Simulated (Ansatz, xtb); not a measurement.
# Two isomers of C4H11NO

We compare a, `COC[C@@H](C)N`, a singlet, with b, `CC[C@@H](N)OC`, a singlet. Both are isolated molecules in the gas phase, relaxed with B3LYP/def2-SVP; each stands in its lowest conformer found.

a (Å):

```json
{"atom": "C", "x (Å)": "-0.7323", "y (Å)": "1.8900", "z (Å)": "-2.2632"}
{"atom": "C", "x (Å)": "-0.4320", "y (Å)": "-0.3699", "z (Å)": "-1.6502"}
{"atom": "C", "x (Å)": "0.1871", "y (Å)": "-1.2467", "z (Å)": "-0.5519"}
{"atom": "C", "x (Å)": "1.7104", "y (Å)": "-1.1003", "z (Å)": "-0.5073"}
{"atom": "N", "x (Å)": "-0.3702", "y (Å)": "-0.9887", "z (Å)": "0.7761"}
{"atom": "O", "x (Å)": "-0.2002", "y (Å)": "0.9838", "z (Å)": "-1.3369"}
{"atom": "H", "x (Å)": "-1.8340", "y (Å)": "1.7935", "z (Å)": "-2.3547"}
{"atom": "H", "x (Å)": "-0.4984", "y (Å)": "2.9074", "z (Å)": "-1.9157"}
{"atom": "H", "x (Å)": "-0.2971", "y (Å)": "1.7550", "z (Å)": "-3.2746"}
{"atom": "H", "x (Å)": "-1.5247", "y (Å)": "-0.5674", "z (Å)": "-1.7142"}
{"atom": "H", "x (Å)": "-0.0002", "y (Å)": "-0.6218", "z (Å)": "-2.6431"}
{"atom": "H", "x (Å)": "-0.0538", "y (Å)": "-2.2931", "z (Å)": "-0.8155"}
{"atom": "H", "x (Å)": "2.1683", "y (Å)": "-1.3805", "z (Å)": "-1.4696"}
{"atom": "H", "x (Å)": "1.9888", "y (Å)": "-0.0562", "z (Å)": "-0.2944"}
{"atom": "H", "x (Å)": "2.1274", "y (Å)": "-1.7395", "z (Å)": "0.2843"}
{"atom": "H", "x (Å)": "-0.2778", "y (Å)": "0.0100", "z (Å)": "0.9740"}
{"atom": "H", "x (Å)": "-1.3742", "y (Å)": "-1.1761", "z (Å)": "0.7760"}
```

b (Å):

```
atom    x (Å)    y (Å)    z (Å)
   C   0.1152   0.6591  -1.4080
   C   0.5599  -0.7424  -0.9857
   C  -0.1636  -1.2923   0.2532
   C  -2.0110  -2.4582  -0.7581
   N   0.0994  -0.4902   1.4106
   O  -1.5795  -1.3886   0.0403
   H   0.3801   1.4174  -0.6530
   H   0.6011   0.9595  -2.3494
   H  -0.9749   0.6969  -1.5583
   H   0.4019  -1.4448  -1.8216
   H   1.6412  -0.7557  -0.7724
   H   0.2168  -2.3155   0.4548
   H  -0.3962  -0.8770   2.2140
   H  -0.2700   0.4513   1.2745
   H  -1.7256  -2.3505  -1.8234
   H  -1.6124  -3.4301  -0.3996
   H  -3.1097  -2.4952  -0.7041
```

Energies in hartree; the thermal terms are from GFN2-xTB frequencies at re-optimised GFN2-xTB minima (ideal gas, soft modes damped towards free rotors, one conformer each, 298.15 K, 1 atm) and include the zero-point energy:

```
                              a           b
E, CCSD(T)/def2-SVP  −287.984728  −287.992572
    E, MP2/def2-SVP  −287.886461  −287.894699
  E, MP2/def2-TZVPP  −288.437463  −288.445403
  zero-point energy     0.150074     0.150321
       H(298 K) − E     0.159083     0.159344
       G(298 K) − E     0.118188     0.118443
```

Question: Correct the CCSD(T) difference for the basis set by the MP2 change, then work out ΔE, ΔE₀, ΔH and ΔG for a → b in kJ/mol (1 Eh = 2625.50 kJ/mol) and the equilibrium ratio [b]/[a].

Answer: 1. Differences b − a: CCSD(T) −0.007844, MP2 in the small set −0.008238, MP2 in the large set −0.007940 Eh.
2. ΔE = −0.007844 + (−0.007940 − (−0.008238)) = −0.007546 Eh = −19.81 kJ/mol.
3. ΔE₀ = ΔE + ΔZPE = −0.007546 + (+0.000247) Eh = −19.16 kJ/mol.
4. ΔH = ΔE + (+0.000261) Eh = −19.13 kJ/mol.
5. ΔG = ΔE + (+0.000255) Eh = −19.14 kJ/mol, so ΔS = (ΔH − ΔG)/T = +0.1 J/(mol K).
6. kT = 0.9442 mEh, so K = [b]/[a] = exp(−ΔG/kT) = exp(+7.72) ≈ 2.3 × 10^3.

Structure b is favoured at this temperature. An error of 4 kJ/mol in ΔG would change K by a factor of 5. Mirror images and further conformers aren't counted.

As drawn, both hold the same kinds of bond in the same numbers.

Other levels gave ΔE = −17.1 (GFN2-xTB); −11.9 (HF/STO-3G, GFN2-xTB geometries); −24.3 (r2SCAN-D4/def2-SVP, GFN2-xTB geometries); −20.8 (B3LYP/def2-SVP); −18.6 (HF/def2-SVP); −21.6 (MP2/def2-SVP); −20.6 (CCSD(T)/def2-SVP) kJ/mol. The correlated steps freeze 6 core orbitals. Programs: Ansatz 0.2.0, xtb 6.7.1.
